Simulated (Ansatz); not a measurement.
# CF⁺, triplet: the ladder up to full CI

Geometry: a point of a stretch scan, not a stationary point.

```xyz
2

C     0.0000    0.0000    0.0000
F     0.0000    0.0000    3.2540
```

Basis 6-31G; Ansatz 0.2.0. Correlated methods freeze the noble-gas cores, which leaves 10 electrons in 16 orbitals. R marks a restricted (for open shells ROHF) determinant, U an unrestricted one. Active spaces: pair = (4e, 4o) about the gap; valence = (10e, 8o) chosen from the atoms' valence shells.

Full CI is exact within this basis and frozen core; it isn't the basis-set limit. The frozen core follows each run's orbitals, which can shift R against U totals by a few meV.

For open shells CISD and CISDTQ are restricted-active-space CI with the open shells as a complete middle space. The determinant fills πx and πy unequally, so it is a mixture of Σ and Δ, which weighs on every level built on one determinant.

The UHF ⟨S²⟩ is 2.002, the T1 diagnostic (RCCSD) is 0.0079 and the largest doubles amplitude (RCCSD) is 0.144. The T1 diagnostic (UCCSD) is 0.0057.

```tsv
level	E − E(full CI) (mEh)	share of correlation (%)	wall time
RHF	135.33	0.00	–
UHF	134.24	0.80	–
RMP2	29.04	78.54	–
UMP2	28.70	78.79	–
CISD	7.35	94.57	0.9 s
RCCSD	1.06	99.22	–
UCCSD	1.04	99.23	–
RCCSD(T)	0.34	99.75	2.9 s
UCCSD(T)	0.32	99.76	2.2 s
BCCD(T)	0.32	99.76	1.5 s
RCCSDT	0.14	99.90	–
UCCSDT	0.12	99.91	–
CISDTQ	0.27	99.80	7.5 s
RCCSDT(Q)	0.08	99.94	12 s
UCCSDT(Q)	0.06	99.96	11 s
RCCSDTQ*	0.03	99.98	4 min
UCCSDTQ*	0.01	99.99	3.3 min
```

An asterisk marks runs whose energy the program itself flagged as in doubt.

The correlation energy at full CI, counted from RHF, is -3.683 eV. That run took 84 s on 1 thread of Arm Neoverse V1, shared host over 4,777,056 determinants.

Run but not shown, since their state, orbitals or frozen core can't be matched to the reference's or they repeat it: CASSCF (pair space), NEVPT2 (pair space), CASSCF (valence space), NEVPT2 (valence space), MRCISD (valence space), MRCISD+Q (valence space).

Times hold each run's SCF and search for its determinant on a shared host, so for small cases they say little of a method's own cost; they ran on 1 thread of Arm Neoverse V1. Some runs computed forces too.

The full-CI state has the irrep A1 of C2v, in the program's axes (one component, if the state is degenerate).

Natural occupations of full CI about the gap: 1.992 1.981 1.904 1.493 1.493 0.520 0.520 0.051 0.014 0.010; effectively unpaired electrons, Σ n²(2−n)², 2.38. No single determinant describes this state well, so single-reference rows can miss without a flag.
